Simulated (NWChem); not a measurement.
## Si (+1)

```xyz
1

Si     0.0000     0.0000     0.0000
```
Charge +1, spin multiplicity 2.

All runs are NWChem calculations.

The correlated methods keep 5 core orbitals frozen. No SCF solution was tested for a lower state.

Worked example. A B2PLYP run in 3-21G ends its self-consistent part (53 % exact exchange, 47 % B88, 73 % LYP) at -287.42621 Ha, and second-order perturbation theory on those orbitals gives -0.02451 Ha unscaled.

The perturbative term enters with the weight 0.27: -287.42621 + 0.27·(-0.02451) = -287.43283 Ha is the total energy.
